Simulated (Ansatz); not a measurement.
## HNC, singlet: the ladder up to full CI

Geometry: a point of a stretch scan, not a stationary point.

```yaml
atoms:
  - { symbol: N, position_ang: [0.0000, 0.0000, 0.1457] }
  - { symbol: C, position_ang: [0.0000, 0.0000, -1.2883] }
  - { symbol: H, position_ang: [0.0000, 0.0000, 1.1427] }
```

Basis 6-31G; Ansatz 0.2.0. Correlated methods freeze the noble-gas cores, which leaves 10 electrons in 18 orbitals. R marks a restricted (for open shells ROHF) determinant, U an unrestricted one. Active spaces: valence = (10e, 9o) chosen from the atoms' valence shells; pair = (2e, 2o) about the gap.

Full CI is exact within this basis and frozen core; it isn't the basis-set limit. The frozen core follows each run's orbitals, which can shift R against U totals by a few meV.

Unrestricted rows (U) aren't spin-pure: their determinants' ⟨S²⟩ exceeds S(S+1) by up to 0.62, so they mix in states of higher spin.

```
UHF ⟨S²⟩                          : 0.622
T1 diagnostic (RCCSD)             : 0.0366
largest doubles amplitude (RCCSD) : 0.130
```

Task: From what is known of these methods and the diagnostics, rank them by the size of their error in total energy against full CI in 6-31G, smallest first (an estimate: the text doesn't fix the numbers).
A. NEVPT2 (pair space)
B. MRCISD+Q (pair space)
C. NEVPT2 (valence space)
D. RCCSD(T)
E. UHF

Result: D (47 meV), B (322 meV), C (428 meV), A (828 meV), E (6557 meV).

All errors are against full CI in 6-31G. Within each family the higher level lies nearer, as is usual though not guaranteed.

The full-CI state has the irrep A1 of C2v, in the program's axes (one component, if the state is degenerate).

Natural occupations of full CI about the gap: 1.979 1.965 1.938 1.892 1.892 0.114 0.114 0.043 0.021 0.010; effectively unpaired electrons, Σ n²(2−n)², 0.21.
